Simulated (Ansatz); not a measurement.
# AlSi (doublet): the correlation ladder at distance Si1–Al2 = 2.170 Å, cc-pVDZ

How much of the correlation energy of AlSi (doublet) does each wave-function method recover here?

Program: Ansatz 0.2.0, Gaussian basis. Level of theory: cc-pVDZ, core rule «outside noble gas», up to 10 orbitals frozen. These are calculated values, not measurements.

Plan: UHF; CCSD(T) on ROHF; CCSD(T) on UHF; BCCD(T) on ROHF; CISD; CCSDT(Q) on ROHF; CCSDT(Q) on UHF; CASSCF and MRCISD+Q, 3 electrons in 3 orbitals; CASSCF and NEVPT2, 3 electrons in 3 orbitals; CASSCF and MRCISD+Q, 7 electrons in 8 orbitals; CASSCF and MRCISD+Q(relaxed), 7 electrons in 8 orbitals; CASSCF and NEVPT2, 7 electrons in 8 orbitals; Full CI.

30 further runs of the same task are left out: 6 for a known fault of the program, 17 that didn't finish, 7 set aside as unsound or not needed.

**1. What is computed**

The geometry derives from a PBE0/def2-TZVP stationary point (not a proven minimum). One bond is set to the value named and the two fragments are kept rigid.

2 atoms, charge 0, spin multiplicity 2.

Atoms are counted from 1 here; the program's logs count them from 0.

Bond lengths: Si1–Al2 2.170 Å.

Coordinates:

```xyz
2

Si    0.00000    0.00000    0.00000
Al    0.00000    0.00000    2.17000
```

**2. UHF**

Input file in.yaml:

```yaml
crystal:
  periodic: [false, false, false]
  atoms:
    - {symbol: Si, position_ang: [0.000000, 0.000000, 0.000000]}
    - {symbol: Al, position_ang: [0.000000, 0.000000, 2.170000]}
basis:
  gaussian: {orbitals: cc-pVDZ}
magnetization: {spin_polarized: true, initial_magnetization: 1}
hamiltonian: {xc: hf}
output: {orbitals: {seedname: orbitals}}
```

Run with:

```sh
> ansatz run in.yaml --threads 1 --pin off --events-out ev --progress --plain --max-ram 2393MiB
```

Further steps of the session: CCSD(T) on ROHF; CCSD(T) on UHF; BCCD(T) on ROHF; CISD; CCSDT(Q) on ROHF; CCSDT(Q) on UHF; CASSCF and MRCISD+Q, 3 electrons in 3 orbitals; CASSCF and NEVPT2, 3 electrons in 3 orbitals; CASSCF and MRCISD+Q, 7 electrons in 8 orbitals; CASSCF and MRCISD+Q(relaxed), 7 electrons in 8 orbitals; CASSCF and NEVPT2, 7 electrons in 8 orbitals; Full CI.

Before running them: what should the planned runs give, taken together? Wanted: FCI below the RHF energy; RMP2 from FCI; RCCSD from FCI; RCCSD(T) from FCI; RCCSDT(Q) from FCI; NEVPT2 valence from FCI; MRCISD+Q valence from FCI; MRCISD+Q(relaxed) valence from FCI; T1 diagnostic.

**Answer**, as computed:

```
                          quantity                                                           value
          FCI below the RHF energy                                                      -4.6636 eV
                     RMP2 from FCI                                                     +1098.7 meV
                    RCCSD from FCI                                                      +390.6 meV
                 RCCSD(T) from FCI                                                       +82.8 meV
                RCCSDT(Q) from FCI                                                        +4.6 meV
           NEVPT2 valence from FCI                                                      +600.9 meV
         MRCISD+Q valence from FCI                                                        -1.3 meV
MRCISD+Q(relaxed) valence from FCI                                                       -27.1 meV
 levels within 1 kcal/mol (43 meV)  RCCSDT, RCCSDT(Q), MRCISD+Q valence, MRCISD+Q(relaxed) valence
                     T1 diagnostic                                                           0.040
    effectively unpaired electrons                                                            1.45
```

**Reading.** RCCSD(T) misses by +82.8 meV, 1.8 % of the correlation energy. MRCISD+Q(relaxed) valence falls below full CI: the +Q correction isn't variational, and the cores differ from full CI's. The occupations show some static correlation. Of the multireference levels listed MRCISD+Q valence comes nearest in total energy (-1.3 meV), which doesn't show that its space is the better one. Coupled cluster took another determinant than the lowest Hartree-Fock one. These misses are within one basis, not against nature.
